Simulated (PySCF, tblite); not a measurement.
**2-chloro-1-butene (C₄H₇Cl): isotopologues and vibrational averages**

How do isotopes change the rotational constants and shieldings of 2-chloro-1-butene (C₄H₇Cl) (`C=C(Cl)CC`)?

Programs: PySCF 2.14.0 with density-fitted response routines of our own, and tblite 0.8.0. All values are computed, except where a source is named. Atoms count from 0 throughout.

### Step 1. The starting structure

12 atoms, charge 0, multiplicity 1; geometry from: force field or distance geometry start.

Bonds of the start (Å): C0–C1 1.36, C0–H5 1.07, C0–H6 1.09, C1–C3 1.49, C1–Cl2 1.75, C3–C4 1.48, C3–H7 1.09, C3–H8 1.16, C4–H10 1.10, C4–H11 1.12, C4–H9 1.12.

### Step 2. GFN2-xTB relaxation, lowest of a short conformer search

The job: settings as JSON, then the geometry in Å.

```
{"job": {"xc": "GFN2-xTB", "basis": "xTB", "kind": "relax"}, "charge": 0, "multiplicity": 1}
C      1.935600     0.116600    -0.286900
C      0.744200     0.389800     0.305300
Cl     0.480100     1.842800     1.242500
C     -0.339700    -0.629500     0.284200
C     -1.535900     0.011700    -0.305700
H      2.092300    -0.787300    -0.843900
H      2.670100     0.914900    -0.252100
H      0.017500    -1.524000    -0.224200
H     -0.537600    -0.904200     1.395200
H     -1.235100     1.043900    -0.605900
H     -2.377000     0.033100     0.407300
H     -1.909800    -0.510600    -1.220000
```

Started as:

```
$ OMP_NUM_THREADS=1 python ens_run.py task.json out
```

The driver reads the study from task.json and runs its stages one after another.

The log of the run:

```text
step      E/eV     max force
  0    -452.87235    2.699
  1    -453.06557    2.113
  2    -453.12068    0.792
  3    -453.15266    0.623
  4    -453.18827    0.277
  5    -453.19606    0.231
  6    -453.20918    0.286
  7    -453.21333    0.195
  8    -453.21619    0.116
  9    -453.21808    0.115
 10    -453.21999    0.136
 11    -453.22132    0.108
 12    -453.22236    0.095
 13    -453.22338    0.090
 14    -453.22453    0.110
 15    -453.22551    0.080
 16    -453.22612    0.052
 17    -453.22650    0.047
 18    -453.22681    0.048
 19    -453.22709    0.041
 20    -453.22730    0.030
 21    -453.22746    0.029
 22    -453.22760    0.036
 23    -453.22771    0.034
 24    -453.22778    0.019
 25    -453.22784    0.018
 26    -453.22789    0.019
 27    -453.22795    0.025
 28    -453.22800    0.018
 29    -453.22802    0.012
 30    -453.22804    0.011
 31    -453.22805    0.013
 32    -453.22807    0.017
 33    -453.22810    0.017
 34    -453.22813    0.015
 35    -453.22815    0.012
 36    -453.22817    0.014
 37    -453.22821    0.018
 38    -453.22826    0.022
 39    -453.22832    0.023
 40    -453.22838    0.025
 41    -453.22844    0.024
 42    -453.22853    0.030
 43    -453.22867    0.039
 44    -453.22887    0.042
 45    -453.22913    0.049
 46    -453.22951    0.069
 47    -453.23031    0.106
 48    -453.22962    0.306
 49    -453.23344    0.207
 50    -453.23708    0.204
 51    -453.21979    0.824
 52    -453.24156    0.141
 53    -453.24139    0.224
 54    -453.24127    0.173
 55    -453.24132    0.212
 56    -453.24127    0.200
 57    -453.24141    0.226
 58    -453.24152    0.240
 59    -453.24206    0.279
 60    -453.24312    0.321
 61    -453.24567    0.378
 62    -453.25093    0.427
 63    -453.26217    0.391
 64    -453.27571    0.251
 65    -453.28144    0.425
 66    -453.28699    0.198
 67    -453.29039    0.104
 68    -453.29236    0.127
 69    -453.29403    0.161
 70    -453.29539    0.112
 71    -453.29690    0.133
 72    -453.29953    0.107
 73    -453.30096    0.102
 74    -453.30182    0.089
 75    -453.30283    0.129
 76    -453.30386    0.103
 77    -453.30496    0.057
 78    -453.30554    0.072
 79    -453.30625    0.069
 80    -453.30679    0.065
 81    -453.30744    0.074
 82    -453.30802    0.065
 83    -453.30852    0.059
 84    -453.30894    0.063
 85    -453.30936    0.048
 86    -453.30976    0.058
 87    -453.31015    0.059
 88    -453.31060    0.057
 89    -453.31125    0.072
 90    -453.31235    0.113
 91    -453.31428    0.164
 92    -453.31693    0.177
 93    -453.31983    0.217
 94    -453.32502    0.263
 95    -453.32874    0.238
 96    -453.33088    0.161
 97    -453.33072    0.152
 98    -453.33272    0.217
 99    -453.33451    0.086
100    -453.33539    0.074
101    -453.33796    0.079
102    -453.33889    0.065
103    -453.33931    0.067
104    -453.33962    0.069
105    -453.33985    0.046
106    -453.34000    0.028
107    -453.34007    0.025
108    -453.34014    0.022
109    -453.34017    0.012
110    -453.34018    0.007
111    -453.34019    0.006
112    -453.34019    0.006
113    -453.34020    0.004
114    -453.34020    0.003
```

It took 0.51 s on 1 thread of Arm Neoverse V1, shared host.

Gain 0.468 eV; displacement 0.48 Å root mean square.

### Step 3. Tight optimisation and Hessian

The job: settings as JSON, then the geometry in Å.

```
{"job": {"xc": "B3LYP", "basis": "pcSseg-1", "grid": 2, "temperatures": [100, 300], "kind": "geom"}, "charge": 0, "multiplicity": 1}
C      1.934711     0.076015    -0.357393
C      0.830746     0.345775     0.315100
Cl     0.669241     1.865555     1.140714
C     -0.365822    -0.542852     0.437130
C     -1.559999     0.025547    -0.330513
H      2.045477    -0.862087    -0.871997
H      2.756565     0.766646    -0.417410
H     -0.110773    -1.529692     0.047802
H     -0.632168    -0.644433     1.491592
H     -1.825006     1.006930     0.054322
H     -2.419390    -0.631704    -0.226977
H     -1.318789     0.121558    -1.386477
```

The log of the run:

```text
step   0  E = -16784.1194358 eV  max force = 0.77930
step   1  E = -16784.1616526 eV  max force = 0.13394
step   2  E = -16784.1618216 eV  max force = 0.09757
step   3  E = -16784.1630264 eV  max force = 0.01414
step   4  E = -16784.1630711 eV  max force = 0.00864
step   5  E = -16784.1630768 eV  max force = 0.00048
step   6  E = -16784.1630768 eV  max force = 0.00048
step   7  E = -16784.1630769 eV  max force = 0.00003
harmonic wavenumbers (cm-1): 86.7 219.0 228.8 379.5 401.9 576.4 612.9 712.3 804.0 862.7 907.0 1005.0 1063.1 1097.8 1185.3 1291.1 1348.5 1403.0 1421.3 1469.6 1487.5 1498.9 1695.3 3021.1 3028.6 3062.7 3098.7 3110.0 3142.7 3234.7
```

It took 11 min on 1 thread of Arm Neoverse V1, shared host; peak memory 0.75 GiB.

### Step 4. Displacements along the modes, parent

The job: settings as JSON, then the geometry in Å.

```
{"job": {"xc": "B3LYP", "basis": "pcSseg-1", "grid": 2, "temperatures": [100, 300], "kind": "vib", "mass_numbers": [12, 12, 35, 12, 12, 1, 1, 1, 1, 1, 1, 1]}, "charge": 0, "multiplicity": 1}
C      1.982966     0.060575    -0.333904
C      0.850375     0.352387     0.293357
Cl     0.692771     1.925056     1.107614
C     -0.366255    -0.521252     0.402263
C     -1.604152     0.024991    -0.321637
H      2.087118    -0.900742    -0.831158
H      2.820874     0.748858    -0.368622
H     -0.099966    -1.504839    -0.002725
H     -0.597263    -0.667949     1.465525
H     -1.903581     0.997219     0.081985
H     -2.447326    -0.664179    -0.203712
H     -1.410767     0.147134    -1.393094
```

The log of the run:

```text
mode    cm-1    km/mol   phi_rrr   E(+)/cm-1  E(-)/cm-1
  1     86.73     0.28      19.5      22.46      20.82
  2    218.98     0.48      -4.4      51.70      51.67
  3    228.80     0.49      -9.8      42.86      43.66
  4    379.51     1.16      17.2      69.27      68.09
  5    401.90     0.92      -8.8      72.37      73.00
  6    576.43     9.16       1.6     103.85     103.74
  7    612.90    30.97     127.9     115.13     105.93
  8    712.31     0.05       1.2     131.63     131.55
  9    804.01     6.30      -0.1     146.00     146.04
 10    862.72    14.88     -68.3     153.16     158.06
 11    906.99    46.27       4.4     165.93     165.57
 12   1005.02     2.06      89.1     184.32     177.92
 13   1063.10     8.73      75.9     194.27     188.77
 14   1097.82     3.00      39.9     199.25     196.38
 15   1185.30    43.38      -6.8     213.15     213.65
 16   1291.07     4.81       1.0     232.67     232.61
 17   1348.48     1.69     -12.9     242.71     243.61
 18   1403.03     3.30    -115.9     248.84     257.20
 19   1421.30     3.30     -57.1     253.96     258.08
 20   1469.56     4.79     -73.4     261.99     267.32
 21   1487.52    12.21     -29.9     266.74     268.90
 22   1498.92     8.84      55.4     271.86     267.86
 23   1695.31    48.63     391.5     319.82     291.65
 24   3021.12    14.00    1393.5     596.92     496.78
 25   3028.56    24.74   -1050.7     509.07     584.63
 26   3062.74     8.59     747.5     581.16     527.51
 27   3098.75    23.38     256.5     569.88     551.45
 28   3109.99    17.75     999.2     598.80     527.06
 29   3142.72     1.03   -1360.0     519.61     617.36
 30   3234.72     1.30     620.3     607.69     563.16
```

Run time: 13 min. Hardware: 1 thread of Arm Neoverse V1, shared host; peak memory 0.62 GiB.

### Step 5. Displacements along the modes, 2H at atom 10

The job, as its differences from that of step 4:

```diff
@@ -1,2 +1,2 @@
-{"job": {"xc": "B3LYP", "basis": "pcSseg-1", "grid": 2, "temperatures": [100, 300], "kind": "vib", "mass_numbers": [12, 12, 35, 12, 12, 1, 1, 1, 1, 1, 1, 1]}, "charge": 0, "multiplicity": 1}
+{"job": {"xc": "B3LYP", "basis": "pcSseg-1", "grid": 2, "temperatures": [100, 300], "kind": "vib", "mass_numbers": [12, 12, 35, 12, 12, 1, 1, 1, 1, 1, 2, 1]}, "charge": 0, "multiplicity": 1}
 C      1.982966     0.060575    -0.333904
```

The log of the run:

```text
mode    cm-1    km/mol   phi_rrr   E(+)/cm-1  E(-)/cm-1
  1     86.66     0.28     -19.7      20.69      22.35
  2    190.95     0.34      12.8      49.89      48.53
  3    221.94     0.51      14.9      40.78      39.68
  4    375.28     1.17      19.0      68.53      67.22
  5    400.38     0.79      -5.9      72.20      72.62
  6    571.34     8.39      -2.7     102.82     103.01
  7    604.16    27.61    -119.7     104.62     113.23
  8    711.91     0.02      -1.1     131.51     131.59
  9    769.16    11.18     -44.6     137.11     140.31
 10    796.64    14.19      12.0     144.89     144.01
 11    906.91    46.51       3.8     165.90     165.58
 12    961.93     0.22      54.8     175.45     171.50
 13   1044.90     1.73    -250.8     179.38     197.44
 14   1066.33     5.58     -18.0     191.46     192.74
 15   1174.96    40.18       0.9     211.58     211.51
 16   1262.44    13.16      -4.0     227.27     227.57
 17   1288.39     5.09     -37.2     230.99     233.67
 18   1332.16     3.93       4.5     240.18     239.84
 19   1353.62     3.60     -19.3     243.30     244.66
 20   1421.22     3.52     -57.1     253.95     258.07
 21   1467.22     2.24     -60.6     262.00     266.39
 22   1479.31    12.76      22.4     267.19     265.56
 23   1695.25    48.90     391.9     319.82     291.63
 24   2254.93    12.14   -1224.0     365.00     452.91
 25   3021.12    13.74    1385.4     596.60     497.04
 26   3055.84    20.30    1253.2     597.86     507.82
 27   3063.07     8.61    -649.0     530.78     577.38
 28   3108.30    18.79    -568.1     541.96     582.75
 29   3142.72     1.01    1360.1     617.36     519.61
 30   3234.72     1.29    -620.3     563.16     607.69
```

It took 13 min on 1 thread of Arm Neoverse V1, shared host; peak memory 0.74 GiB.

### Step 6. Vibrational averages by isotopologue

The job: settings as JSON, then the geometry in Å.

```
{"job": {"xc": "B3LYP", "basis": "pcSseg-1", "grid": 2, "temperatures": [100, 300], "kind": "iso"}, "charge": 0, "multiplicity": 1}
C      1.982966     0.060575    -0.333904
C      0.850375     0.352387     0.293357
Cl     0.692771     1.925056     1.107614
C     -0.366255    -0.521252     0.402263
C     -1.604152     0.024991    -0.321637
H      2.087118    -0.900742    -0.831158
H      2.820874     0.748858    -0.368622
H     -0.099966    -1.504839    -0.002725
H     -0.597263    -0.667949     1.465525
H     -1.903581     0.997219     0.081985
H     -2.447326    -0.664179    -0.203712
H     -1.410767     0.147134    -1.393094
```

The log of the run:

```text
parent
  Be/MHz 5118.547 3117.91 2134.827
  B0/MHz 5100.331 3083.294 2117.75
  ZPE/cm-1 21728.1
  <sigma>(0 K)/ppm 58.804 11.277 647.721 136.271 159.280 25.766 25.809 28.601 28.645 29.261 29.768 29.952
2H at atom 10
  Be/MHz 5077.954 2947.413 2046.929
  B0/MHz 5057.973 2916.695 2030.675
  ZPE/cm-1 21031.9
  <sigma>(0 K)/ppm 58.806 11.284 647.801 136.334 159.589 25.765 25.808 28.608 28.651 29.278 29.892 29.970
```

Run time: 38 min. Hardware: 1 thread of Arm Neoverse V1, shared host; peak memory 0.75 GiB. This counts the whole study up to here.

Rotational constants (MHz) at equilibrium and in the ground state:

| isotopologue | Be | B0 | zero-point change (cm⁻¹) |
| --- | --- | --- | --- |
| parent | 5118.5, 3117.9, 2134.8 | 5100.3, 3083.3, 2117.8 | 0.0 |
| 2H at atom 10 | 5078.0, 2947.4, 2046.9 | 5058.0, 2916.7, 2030.7 | -696.2 |

Shieldings of the first species (ppm): at equilibrium, the vibrational parts at 0 K, and the averages:

```
atom  equilibrium  anharmonic  harmonic     0 K   100 K   300 K
  C0        62.79       -0.63     -3.35   58.80   58.75   58.42
  C1        14.70       -1.20     -2.22   11.28   11.24   10.92
 Cl2       670.99       -6.82    -16.45  647.72  646.78  640.91
  C3       141.52       -0.93     -4.32  136.27  136.30  136.40
  C4       164.24        0.67     -5.63  159.28  159.20  158.88
  H5        26.23       -0.06     -0.41   25.77   25.77   25.77
  H6        26.29       -0.05     -0.43   25.81   25.80   25.78
  H7        29.34       -0.11     -0.62   28.60   28.59   28.55
  H8        29.38       -0.12     -0.62   28.65   28.65   28.64
  H9        29.95        0.14     -0.84   29.26   29.26   29.27
 H10        30.48        0.09     -0.80   29.77   29.77   29.75
 H11        30.69        0.11     -0.85   29.95   29.95   29.90
```

Isotope effects on the shieldings at 0 K (ppb; positive means more shielded):

```
atom  2H at atom 10
  C0              1
  C1              8
 Cl2             81
  C3             63
  C4            309
  H5             -1
  H6              0
  H7              7
  H8              6
  H9             17
 H10            124
 H11             18
```

### Step 7. Results

| quantity | value |
| --- | --- |
| point group | C1 |
| B0 of the first species | 5100.3, 3083.3, 2117.8 MHz |
| zero-point energy | 21728 cm⁻¹ |
| zero-point change of σ(Cl2) | -23.27 ppm |

What this shows: Zero-point motion changes the shielding of Cl2 most, by -23.27 ppm. The largest secondary isotope effect is 309 ppb on C4, 1 bond from the change (2H at atom 10). The job flags a low mode; perturbation theory is less sure for low modes. Internal rotors are held in one well.
